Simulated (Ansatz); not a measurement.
# Nudged elastic band run: CH$_{7}$BO

input.yaml

```yaml
crystal:
  periodic: [false, false, false]
  atoms:
    - { symbol: B, position_ang: [-0.15042, -0.026817, 0.174934] }
    - { symbol: H, position_ang: [-0.383924, 0.274985, 1.338251] }
    - { symbol: H, position_ang: [0.937093, 0.33954, -0.231303] }
    - { symbol: C, position_ang: [-1.379686, 0.05925, -0.84212] }
    - { symbol: H, position_ang: [-2.310506, -0.423694, -0.480654] }
    - { symbol: H, position_ang: [-1.637074, 1.125834, -0.986719] }
    - { symbol: H, position_ang: [-1.154843, -0.34804, -1.845061] }
    - { symbol: O, position_ang: [0.152423, -1.749796, 0.325189] }
    - { symbol: H, position_ang: [-0.693914, -2.118384, 0.660427] }
    - { symbol: H, position_ang: [0.780652, -1.820378, 1.075556] }
basis:
  gaussian: { orbitals: "6-31G*" }
hamiltonian:
  xc: pbe
  dispersion: d4
neb:
  order_check: false
  images: 7
  f_tol: 0.05
  max_iterations: 60
  final_atoms:
    - { symbol: B, position_ang: [0.00965298, -0.430792, -0.78276873] }
    - { symbol: H, position_ang: [0.05372867, -0.7506413, 3.23503217] }
    - { symbol: H, position_ang: [0.99625248, 0.13025872, -1.20053777] }
    - { symbol: C, position_ang: [-1.44706081, 0.05284723, -1.1451796] }
    - { symbol: H, position_ang: [-2.26551318, -0.5356074, -0.68908832] }
    - { symbol: H, position_ang: [-1.58134269, 1.10991946, -0.84828535] }
    - { symbol: H, position_ang: [-1.58871816, 0.03747253, -2.24244948] }
    - { symbol: O, position_ang: [0.27577582, -1.51158392, 0.0166753] }
    - { symbol: H, position_ang: [-0.55613693, -1.92911129, 0.32353236] }
    - { symbol: H, position_ang: [0.26316282, -0.86026203, 2.52156943] }
  initial_path:
    images:
      - { positions_ang: [[-0.15042, -0.026817, 0.174934], [-0.383924, 0.274985, 1.338251], [0.937093, 0.33954, -0.231303], [-1.379686, 0.05925, -0.84212], [-2.310506, -0.423694, -0.480654], [-1.637074, 1.125834, -0.986719], [-1.154843, -0.34804, -1.845061], [0.152423, -1.749796, 0.325189], [-0.693914, -2.118384, 0.660427], [0.780652, -1.820378, 1.075556]] }
      - { positions_ang: [[-0.10293818, -0.03240382, 0.12354457], [-0.27171053, 0.21266342, 1.38052462], [0.96687102, 0.2127336, -0.33283879], [-1.37325151, 0.05254179, -0.83474434], [-2.22999032, -0.52617204, -0.49310838], [-1.69653334, 1.08815558, -0.87606176], [-1.15779353, -0.25792358, -1.86041576], [0.10927396, -1.72292344, 0.39084758], [-0.67672259, -2.14039737, 0.49738771], [0.59259602, -1.57377413, 1.19336455]] }
      - { positions_ang: [[-0.05545636, -0.03799063, 0.07215515], [-0.15949705, 0.15034183, 1.42279824], [0.99664905, 0.0859272, -0.43437458], [-1.36681702, 0.04583359, -0.82736868], [-2.14947465, -0.62865009, -0.50556277], [-1.75599268, 1.05047716, -0.76540452], [-1.16074406, -0.16780716, -1.87577052], [0.06612492, -1.69605088, 0.45650616], [-0.65953119, -2.16241075, 0.33434842], [0.40454004, -1.32717027, 1.31117309]] }
      - { positions_ang: [[-0.00797454, -0.04357745, 0.02076572], [-0.04728358, 0.08802025, 1.46507187], [1.02642707, -0.04087921, -0.53591038], [-1.36038253, 0.03912538, -0.81999302], [-2.06895897, -0.73112813, -0.51801715], [-1.81545201, 1.01279874, -0.65474728], [-1.16369459, -0.07769074, -1.89112528], [0.02297588, -1.66917832, 0.52216475], [-0.64233978, -2.18442412, 0.17130914], [0.21648405, -1.0805664, 1.42898164]] }
      - { positions_ang: [[0.03950728, -0.04916426, -0.0306237], [0.0649299, 0.02569867, 1.50734549], [1.05620509, -0.16768561, -0.63744617], [-1.35394805, 0.03241718, -0.81261736], [-1.9884433, -0.83360617, -0.53047154], [-1.87491135, 0.97512032, -0.54409005], [-1.16664512, 0.01242568, -1.90648004], [-0.02017316, -1.64230577, 0.58782333], [-0.62514837, -2.20643749, 0.00826985], [0.02842807, -0.83396254, 1.54679019]] }
      - { positions_ang: [[0.03204371, -0.1445712, -0.21865996], [0.06212959, -0.16838632, 1.93926716], [1.04121694, -0.09319953, -0.77821907], [-1.37722624, 0.03752469, -0.89575792], [-2.05771077, -0.75910648, -0.57012573], [-1.80151919, 1.0088201, -0.62013887], [-1.27216338, 0.0186874, -1.9904724], [0.05381409, -1.6096253, 0.44503632], [-0.60789551, -2.13710594, 0.08708548], [0.08711176, -0.84053741, 1.790485]] }
      - { positions_ang: [[0.02458013, -0.23997813, -0.40669622], [0.05932928, -0.36247132, 2.37118883], [1.02622879, -0.01871345, -0.91899197], [-1.40050443, 0.0426322, -0.97889848], [-2.12697824, -0.68460679, -0.60977993], [-1.72812702, 1.04251989, -0.6961877], [-1.37768164, 0.02494911, -2.07446476], [0.12780133, -1.57694484, 0.30224931], [-0.59064265, -2.06777439, 0.1659011], [0.14579545, -0.84711228, 2.03417981]] }
      - { positions_ang: [[0.01711656, -0.33538507, -0.59473248], [0.05652898, -0.55655631, 2.8031105], [1.01124064, 0.05577264, -1.05976487], [-1.42378262, 0.04773972, -1.06203904], [-2.19624571, -0.61010709, -0.64943413], [-1.65473485, 1.07621967, -0.77223653], [-1.4831999, 0.03121082, -2.15845712], [0.20178857, -1.54426438, 0.15946231], [-0.57338979, -1.99844284, 0.24471673], [0.20447913, -0.85368715, 2.27787462]] }
      - { positions_ang: [[0.00965298, -0.430792, -0.78276873], [0.05372867, -0.7506413, 3.23503217], [0.99625248, 0.13025872, -1.20053777], [-1.44706081, 0.05284723, -1.1451796], [-2.26551318, -0.5356074, -0.68908832], [-1.58134269, 1.10991946, -0.84828535], [-1.58871816, 0.03747253, -2.24244948], [0.27577582, -1.51158392, 0.0166753], [-0.55613693, -1.92911129, 0.32353236], [0.26316282, -0.86026203, 2.52156943]] }
```

Launched with:

```bash
$ ansatz run input.yaml --threads 1 --pin off --max-ram 2048MiB --backend cpu --events-out ev --progress --plain --runs-dir out
```

Output, in part (warnings, iteration lines, the closing report on the highest movable image, with atoms numbered from 0):

```
NEB end point (image 0): max|allowed force component| = 9.472e-3 eV/Å (the criterion of neb.relax_end_points is 1.000e-2)
NEB end point (image 8): max|allowed force component| = 1.505e-2 eV/Å (the criterion of neb.relax_end_points is 1.000e-2)
NEB iter   1: max|band force component| = 8.034e0 eV/Å  barrier→ = 2.6034 eV  barrier← = 3.5380 eV  Δτ_max = 0.2000 Å  (226 SCF iters)
NEB iter   2: max|band force component| = 4.630e0 eV/Å  barrier→ = 1.5696 eV  barrier← = 2.5041 eV  Δτ_max = 0.2000 Å  (203 SCF iters)
NEB iter   3: max|band force component| = 2.123e0 eV/Å  barrier→ = 1.0831 eV  barrier← = 2.0177 eV  Δτ_max = 0.2000 Å  (200 SCF iters)
NEB iter   4: max|band force component| = 2.651e0 eV/Å  barrier→ = 0.8097 eV  barrier← = 1.7442 eV  Δτ_max = 0.1013 Å  (197 SCF iters)
NEB iter   5: max|band force component| = 2.092e0 eV/Å  barrier→ = 0.6817 eV  barrier← = 1.6163 eV  Δτ_max = 0.0999 Å  (190 SCF iters)
NEB iter   6: max|band force component| = 7.977e-1 eV/Å  barrier→ = 0.5857 eV  barrier← = 1.5203 eV  Δτ_max = 0.1978 Å  (189 SCF iters)
NEB iter   7: max|band force component| = 1.048e0 eV/Å  barrier→ = 0.3748 eV  barrier← = 1.3093 eV  Δτ_max = 0.1002 Å  (197 SCF iters)
NEB iter   8: max|band force component| = 4.541e-1 eV/Å  barrier→ = 0.2672 eV  barrier← = 1.2018 eV  CI = image 3  Δτ_max = 0.1999 Å  (191 SCF iters)
NEB iter   9: max|band force component| = 9.569e-1 eV/Å  barrier→ = 0.4662 eV  barrier← = 1.4008 eV  CI = image 3  Δτ_max = 0.1007 Å  (191 SCF iters)
NEB iter  10: max|band force component| = 1.225e0 eV/Å  barrier→ = 0.4839 eV  barrier← = 1.4185 eV  CI = image 3  Δτ_max = 0.0502 Å  (188 SCF iters)
NEB iter  11: max|band force component| = 9.965e-1 eV/Å  barrier→ = 0.5070 eV  barrier← = 1.4416 eV  CI = image 3  Δτ_max = 0.1006 Å  (195 SCF iters)
NEB iter  12: max|band force component| = 7.957e-1 eV/Å  barrier→ = 0.5490 eV  barrier← = 1.4835 eV  CI = image 3  Δτ_max = 0.1993 Å  (188 SCF iters)
NEB iter  13: max|band force component| = 7.767e-1 eV/Å  barrier→ = 0.6244 eV  barrier← = 1.5590 eV  CI = image 3  Δτ_max = 0.1989 Å  (184 SCF iters)
NEB iter  14: max|band force component| = 8.137e-1 eV/Å  barrier→ = 0.7400 eV  barrier← = 1.6745 eV  CI = image 3  Δτ_max = 0.2000 Å  (182 SCF iters)
NEB iter  15: max|band force component| = 7.503e-1 eV/Å  barrier→ = 0.8339 eV  barrier← = 1.7685 eV  CI = image 3  Δτ_max = 0.0999 Å  (194 SCF iters)
NEB iter  16: max|band force component| = 7.367e-1 eV/Å  barrier→ = 0.7872 eV  barrier← = 1.7217 eV  CI = image 3  Δτ_max = 0.1000 Å  (191 SCF iters)
NEB iter  17: max|band force component| = 5.402e-1 eV/Å  barrier→ = 0.7586 eV  barrier← = 1.6932 eV  CI = image 3  Δτ_max = 0.1006 Å  (191 SCF iters)
NEB iter  18: max|band force component| = 2.237e-1 eV/Å  barrier→ = 0.7471 eV  barrier← = 1.6816 eV  CI = image 3  Δτ_max = 0.1984 Å  (191 SCF iters)
NEB iter  19: max|band force component| = 7.661e-1 eV/Å  barrier→ = 0.7480 eV  barrier← = 1.6826 eV  CI = image 3  Δτ_max = 0.1005 Å  (193 SCF iters)
NEB iter  20: max|band force component| = 5.852e-1 eV/Å  barrier→ = 0.7476 eV  barrier← = 1.6822 eV  CI = image 3  Δτ_max = 0.0999 Å  (189 SCF iters)
NEB iter  21: max|band force component| = 1.273e-1 eV/Å  barrier→ = 0.7476 eV  barrier← = 1.6821 eV  CI = image 3  Δτ_max = 0.1989 Å  (191 SCF iters)
NEB iter  22: max|band force component| = 1.469e-1 eV/Å  barrier→ = 0.7475 eV  barrier← = 1.6821 eV  CI = image 3  Δτ_max = 0.1982 Å  (176 SCF iters)
NEB iter  23: max|band force component| = 2.847e-1 eV/Å  barrier→ = 0.7475 eV  barrier← = 1.6821 eV  CI = image 3  Δτ_max = 0.1001 Å  (182 SCF iters)
NEB iter  24: max|band force component| = 2.971e-1 eV/Å  barrier→ = 0.7475 eV  barrier← = 1.6821 eV  CI = image 3  Δτ_max = 0.1001 Å  (174 SCF iters)
NEB iter  25: max|band force component| = 1.994e-1 eV/Å  barrier→ = 0.7475 eV  barrier← = 1.6821 eV  CI = image 3  Δτ_max = 0.1001 Å  (172 SCF iters)
NEB iter  26: max|band force component| = 1.971e-1 eV/Å  barrier→ = 0.7475 eV  barrier← = 1.6821 eV  CI = image 3  Δτ_max = 0.1002 Å  (179 SCF iters)
NEB iter  27: max|band force component| = 1.166e-1 eV/Å  barrier→ = 0.7475 eV  barrier← = 1.6821 eV  CI = image 3  Δτ_max = 0.0998 Å  (177 SCF iters)
NEB iter  28: max|band force component| = 1.944e-1 eV/Å  barrier→ = 0.7475 eV  barrier← = 1.6821 eV  CI = image 3  Δτ_max = 0.0501 Å  (180 SCF iters)
NEB iter  29: max|band force component| = 1.563e-1 eV/Å  barrier→ = 0.7475 eV  barrier← = 1.6821 eV  CI = image 3  Δτ_max = 0.0173 Å  (168 SCF iters)
NEB iter  30: max|band force component| = 8.587e-2 eV/Å  barrier→ = 0.7475 eV  barrier← = 1.6821 eV  CI = image 3  Δτ_max = 0.0198 Å  (167 SCF iters)
NEB iter  31: max|band force component| = 4.843e-2 eV/Å  barrier→ = 0.7475 eV  barrier← = 1.6821 eV  CI = image 3  Δτ_max = 0.0000 Å  (355 SCF iters)
Total energy: -3868.01527835 eV, -142.1469396445 hartree
Atom 0 at     0.041086    -0.459455    -0.118904 Å, force    -0.000024    -0.006512     0.001605 eV/Å
Atom 1 at     0.262905     0.373738     0.935111 Å, force     0.000041    -0.000718     0.002574 eV/Å
Atom 2 at     1.091040    -0.482563    -0.710053 Å, force     0.000169     0.000439    -0.000190 eV/Å
Atom 3 at    -1.310212    -0.035358    -0.834642 Å, force    -0.000556     0.000905    -0.000245 eV/Å
Atom 4 at    -1.539663    -0.745596    -1.651495 Å, force     0.000141    -0.000052     0.000109 eV/Å
Atom 5 at    -2.189846    -0.005961    -0.163366 Å, force     0.000213    -0.000050     0.000157 eV/Å
Atom 6 at    -1.225372     0.962534    -1.300223 Å, force     0.000150    -0.000064     0.000094 eV/Å
Atom 7 at    -0.069261    -1.772981     0.806881 Å, force    -0.005807     0.001286    -0.002620 eV/Å
Atom 8 at    -1.028433    -1.931865     0.942980 Å, force     0.002918    -0.002953    -0.001125 eV/Å
Atom 9 at     0.127558    -0.589994     1.282210 Å, force     0.002754     0.007719    -0.000359 eV/Å
Dipole moment:    -0.359327     0.018722     0.230846 e Å
```

The run converged. The profile has 3 maxima (images 1, 3, 7) with wells between them (images 2, 5): this band takes more than one step, which may be the mechanism or a detour left from its start path. Neighbouring images differ by up to 1.6 eV, so the band resolves the path poorly. A vibrational analysis at the climbing image gives one clearly imaginary mode, 1175i cm⁻¹: a first-order saddle point. The orbitals stay closed-shell, which can raise the energy where a bond breaks towards radicals; this wasn't checked here.

Final band (atoms are numbered from 1 in the order of the input):

| image | path coordinate (Å) | energy (kcal/mol) | B1–H2 (Å) | O8–H10 (Å) | H2–H10 (Å) |
| --- | --- | --- | --- | --- | --- |
| 0 | 0.00 | 0.0 | 1.22 | 0.98 | 2.41 |
| 1 | 2.45 | 0.8 | 1.22 | 0.99 | 2.42 |
| 2 | 4.90 | 0.6 | 1.21 | 0.98 | 2.96 |
| 3 | 7.35 | 17.2 | 1.36 | 1.29 | 1.03 |
| 4 | 8.77 | -19.2 | 2.69 | 2.42 | 0.75 |
| 5 | 10.20 | -21.5 | 3.77 | 2.65 | 0.75 |
| 6 | 11.62 | -21.2 | 4.05 | 2.58 | 0.75 |
| 7 | 13.04 | -21.0 | 3.90 | 2.65 | 0.75 |
| 8 | 14.46 | -21.6 | 4.03 | 2.59 | 0.75 |

Run time: 5.1 min on 1 thread of Arm Neoverse V2, on a shared host, peak memory 0.1 GiB.
